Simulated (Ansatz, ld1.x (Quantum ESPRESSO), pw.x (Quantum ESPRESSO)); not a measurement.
## pw.x on bcc P: one setting changed

Potential: PAW, ld1.x (Quantum ESPRESSO) 7.5, LDA (PW92); core [Ne], reference 3s2 3p2; waves: 3s (bound): rcut 1.40, rcutus 1.60 bohr; 3s channel at 2.2 Ry: rcut 1.40, rcutus 1.60 bohr; 3p (bound): rcut 1.95, rcutus 2.15 bohr; 3p channel at 0.5 Ry: rcut 1.95, rcutus 2.15 bohr; 3d channel at 0.05 Ry: rc 2.20 bohr; local part: the d channel; core correction: none; augmentation: PSQ, inside the norm-conserving radii.

The reference run (k-mesh 15³, cutoffs 40/320 Ry, Fermi–Dirac 0.01 Ry, mixing_beta 0.4, conv_thr 1e-9, no spin) gives 1.06 GPa at 13.634 Å³/atom, where all-electron LAPW gives -0.50 GPa. This run, with its own iteration cap, changes k-mesh points per axis to 20.

```
&control
  calculation='scf', prefix='x', pseudo_dir='./', outdir='./tmp', tstress=.true., disk_io='none'
/
&system
  ibrav=0, nat=1, ntyp=1, ecutwfc=40, ecutrho=320, nbnd=9,
  occupations='smearing', smearing='fd', degauss=0.01
/
&electrons
  conv_thr=1e-09, mixing_beta=0.4, electron_maxstep=70
/
ATOMIC_SPECIES
P 1.0 P.UPF
CELL_PARAMETERS angstrom
  -1.50494663 1.50494663 1.50494663
  1.50494663 -1.50494663 1.50494663
  1.50494663 1.50494663 -1.50494663
ATOMIC_POSITIONS crystal
P 0.0000 0.0000 0.0000
K_POINTS automatic
20 20 20 0 0 0
```

```bash
pw.x < P.scf.in > P.scf.out
```

Task: How does the run end?

Result: It converges in 6 iterations; the free energy moves by +3.8 meV/atom and the pressure by +0.36 GPa.

```
Message from routine setup:
     using ibrav=0 with symmetry is DISCOURAGED, use correct ibrav instead
     lattice parameter (alat)  =       4.9258  a.u.
     unit-cell volume          =      92.0068 (a.u.)^3
     number of electrons       =         5.00
     number of Kohn-Sham states=            9
     kinetic-energy cutoff     =      40.0000  Ry
     charge density cutoff     =     320.0000  Ry
     scf convergence threshold =      1.0E-09
     Exchange-correlation= SLA  PW   NOGX NOGC
     number of k points=   256  Fermi-Dirac smearing, width (Ry)=  0.0100
     iteration #  1     ecut=    40.00 Ry     beta= 0.40
     total energy              =     -53.23915667 Ry
     estimated scf accuracy    <       0.04371408 Ry
     iteration #  2     ecut=    40.00 Ry     beta= 0.40
     total energy              =     -53.23464879 Ry
     estimated scf accuracy    <       0.01118595 Ry
     iteration #  3     ecut=    40.00 Ry     beta= 0.40
     total energy              =     -53.23549523 Ry
     estimated scf accuracy    <       0.00001618 Ry
     iteration #  4     ecut=    40.00 Ry     beta= 0.40
     total energy              =     -53.23550410 Ry
     estimated scf accuracy    <       0.00000034 Ry
     iteration #  5     ecut=    40.00 Ry     beta= 0.40
     total energy              =     -53.23550407 Ry
     estimated scf accuracy    <       0.00000002 Ry
     iteration #  6     ecut=    40.00 Ry     beta= 0.40
     the Fermi energy is    11.8387 ev
!    total energy              =     -53.23550408 Ry
     estimated scf accuracy    <          3.1E-10 Ry
     smearing contrib. (-TS)   =      -0.00209266 Ry
     convergence has been achieved in   6 iterations
          total   stress  (Ry/bohr**3)                   (kbar)     P=       14.22
     Message from routine punch:
     Nothing written, as per user request (disk_io='none')
```

The run took about 5.8 s on one core of a shared host (Intel(R) Xeon(R) Platinum 8488C, 96 threads, 744 GiB, load 40).
